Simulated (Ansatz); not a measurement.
A made-up structure of MgAlNH₄, closed shell:

```json
{"atom": "N1", "x (Å)": "-1.9462", "y (Å)": "-0.2112", "z (Å)": "-1.2566"}
{"atom": "Mg2", "x (Å)": "-0.3628", "y (Å)": "-0.0394", "z (Å)": "-0.2340"}
{"atom": "Al3", "x (Å)": "1.9128", "y (Å)": "0.2075", "z (Å)": "1.2350"}
{"atom": "H4", "x (Å)": "-2.7864", "y (Å)": "0.3410", "z (Å)": "-1.1622"}
{"atom": "H5", "x (Å)": "-2.1129", "y (Å)": "-0.8725", "z (Å)": "-2.0013"}
{"atom": "H6", "x (Å)": "2.0952", "y (Å)": "1.2944", "z (Å)": "2.3961"}
{"atom": "H7", "x (Å)": "0.2623", "y (Å)": "1.4471", "z (Å)": "0.3642"}
```

It is relaxed with PBE-D4/def2-SVP and then PBE0-D4/def2-TZVP (Ansatz 0.2.0). Atoms count as bonded within 1.22 times the sum of their covalent radii (H–H: 0.88 Å). The end point is not checked to be a true minimum.

(1) Does its bonding change? (Judge from chemistry; the calculation decides.)

## Answers

(1) Computed: Yes. Formed: Al3–H7; broken: none.

Where it ends: The first stage lowers the energy by 0.37 eV in 8 steps. It ends as MgAlNH₄ ([NH2][Mg]1[H][AlH]1):
```xyz
7
angstrom
N -1.9560 -0.2383 -1.3413
Mg -0.4380 0.0351 -0.2641
Al 1.6660 0.3188 1.1762
H -2.7332 0.3964 -1.4472
H -2.1434 -1.0447 -1.9178
H 2.4311 1.2840 2.1963
H 0.2356 1.4157 0.9392
```

Labels in which every atom is bracketed show which atoms are joined, not bond orders.

For scale, one of the runs: PBE0-D4/def2-TZVP relaxation, 124 basis functions, launched by `ansatz run in.yaml --threads 2 --pin off --events-out ev --progress --plain --max-ram 4352MiB`. The run took about 12 s on 2 CPU threads of an Intel Xeon (shared host).
